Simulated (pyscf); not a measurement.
Structures and frequencies: ωB97X-D3(BJ)/def2-SVP in PySCF. MP2 and CC: frozen core, UHF for open shells. ΔMP2 is the change of the MP2 total energy from the triple- to the quadruple-zeta basis.

Question: For the elementary gas-phase step H₂N–SnH(F)–F -> F–Sn:–F [singlet] + NH₃ (singlet surface; N–Sn, H–Sn broken, H–N formed), what barrier and reaction energy does CCSD(T)/def2-TZVPP + ΔMP2(QZVPP) give, measured from the reactant's lowest minimum found?

Answer: ΔE‡ = 195.7 kJ/mol, ΔE = -48.0 kJ/mol. Zero-point energy shifts the barrier by -6.7 kJ/mol. It is a 1,1-elimination, with an imaginary mode of 1341i cm⁻¹. On the product side the descent ends in an adduct with a N–Sn contact, 104.1 kJ/mol under the separated species and 349.5 kJ/mol under the saddle at ωB97X-D3(BJ)/def2-TZVP. What is counted as broken (N–Sn) persists as a longer contact in the product adduct; parting that adduct is a step of its own. At ωB97X-D3(BJ) the barrier from the zero used here is 210.5 kJ/mol. One saddle was located; it need not be the lowest between these sides. The CCSD(T) − MP2 part came from Ansatz, without density fitting, on the same reference. The frozen core leaves the outer d or s,p core shells of the metals and heavy elements correlated in the MP2 and CC values, and def2-TZVPP describes them poorly, which can shift differences by a few kcal/mol. Elements past Kr carry the def2 core potentials, without spin-orbit coupling.
